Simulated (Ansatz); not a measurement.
Crystal: S₂O₃, cubic X2O3 (oxygen-deficient fluorite) type, 10 atoms in the cell.

Space group Pn-3m, simple cubic cell, positions in fractions of the edge: S (0.25 0.25 0.25), (0.75 0.75 0.25), (0.75 0.25 0.75), (0.25 0.75 0.75); O (0.5 0 0), (0 0.5 0), (0 0 0.5), (0.5 0.5 0), (0.5 0 0.5), (0 0.5 0.5).

Level of theory: PBE, plane waves, PAW datasets (generated soft set 1) in Ansatz.

Cutoff 420 eV; k-mesh 22×22×22 Γ-centred; Fermi–Dirac smearing of 0.0612 eV; no spin polarisation.

Task: What equilibrium volume, lattice constant and bulk modulus does this give?

Result: V₀ = 11.723 Å³/atom (a₀ = 4.894 Å), B₀ = 132 GPa, B₀′ = 4.29. The points behind the fit:

```tsv
V (Å³/atom)	a (Å)	E − E(min) (meV/atom)	P (GPa)
11.256	4.8284	8.22	5.85
11.491	4.8617	1.96	2.76
11.725	4.8945	0.00	-0.03
11.960	4.9269	1.91	-2.54
12.195	4.9589	7.30	-4.79
12.429	4.9905	15.83	-6.82
```

The published all-electron PBE values for this crystal (mean of FLEUR and WIEN2k, k-spacing 0.06 Å⁻¹; Bosoni et al., Nat. Rev. Phys. 6, 45 (2024)) are V₀ = 11.727 Å³/atom, B₀ = 132.0 GPa, B₀′ = 4.27.

The stress includes the program's correction for the finite plane-wave basis.

This cubic structure is a model: it isn't the usual form of the substance at ambient conditions, and such phases are metastable or hypothetical.
